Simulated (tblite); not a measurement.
Species: C₄H₅Cl₂ (doublet state).
SMILES with atom numbers: `[CH3:1]/[C:2]([CH:3][Cl:4])=[CH:5]\[Cl:6]` (hydrogens: H7, H8, H9 on C1; H10 on C3; H11 on C5)

A start from a force field or distance geometry was refined with GFN2-xTB geometry optimisation, gas phase (tblite). Values at the start:

```json
{"coordinate": "C1–C2", "start": "1.474 Å"}
{"coordinate": "C1–H7", "start": "1.112 Å"}
{"coordinate": "C2–C3", "start": "1.503 Å"}
{"coordinate": "C3–Cl4", "start": "1.765 Å"}
{"coordinate": "C3–H10", "start": "1.127 Å"}
{"coordinate": "C1–C2–C3", "start": "118.3°"}
{"coordinate": "C1–C2–C5", "start": "121.3°"}
{"coordinate": "C2–C3–Cl4", "start": "112.5°"}
{"coordinate": "C2–C5–Cl6", "start": "121.6°"}
{"coordinate": "C3–C2–C5", "start": "120.3°"}
{"coordinate": "C1–C2–C3–Cl4", "start": "-102°"}
{"coordinate": "C1–C2–C5–Cl6", "start": "-2°"}
```

Task: How do these coordinates change at the GFN2-xTB level?

Result: 
```json
{"coordinate": "C2–C3", "GFN2-xTB (Å or °)": "1.378", "change": "-0.125"}
{"coordinate": "C3–Cl4", "GFN2-xTB (Å or °)": "1.704", "change": "-0.061"}
{"coordinate": "C3–H10", "GFN2-xTB (Å or °)": "1.076", "change": "-0.051"}
{"coordinate": "C1–C2", "GFN2-xTB (Å or °)": "1.503", "change": "+0.029"}
{"coordinate": "C1–H7", "GFN2-xTB (Å or °)": "1.088", "change": "-0.024"}
{"coordinate": "C2–C3–Cl4", "GFN2-xTB (Å or °)": "123.3", "change": "+10.8"}
{"coordinate": "C3–C2–C5", "GFN2-xTB (Å or °)": "122.2", "change": "+1.9"}
{"coordinate": "C1–C2–C5", "GFN2-xTB (Å or °)": "119.6", "change": "-1.7"}
{"coordinate": "C2–C5–Cl6", "GFN2-xTB (Å or °)": "122.1", "change": "+0.5"}
{"coordinate": "C1–C2–C3", "GFN2-xTB (Å or °)": "118.1", "change": "-0.2"}
{"coordinate": "C1–C2–C3–Cl4", "GFN2-xTB (Å or °)": "180", "change": "-78"}
{"coordinate": "C1–C2–C5–Cl6", "GFN2-xTB (Å or °)": "0", "change": "+2"}
```

The energy falls by 26.2 kcal/mol over 75 L-BFGS steps, the largest force on an atom goes from 2.95 to 0.009 eV/Å, and the atoms move by 0.523 Å rms after alignment. The bond that changes most is C2–C3 (ends: carbon bonded to 3 C; carbon bonded to C, Cl and H), which shortens by 0.125 Å. Bonds longer at the end by more than 0.005 Å: 2 of 10; shorter: 8. Among the dihedrals that turn most is C1–C2–C3–Cl4, from -102° to 180°. Rotational constants go from 5102, 1043, 927.7 to 4543, 1147, 921.3 MHz.

Time: 0.36 s. Hardware: one thread of an Arm Neoverse V2, no GPU, shared host with 96 logical CPUs at a one-minute load of 89.

Its GFN2-xTB frequencies are all real (lowest 102 cm⁻¹).

One conformer stands for the species.

All values are computed, not measured.
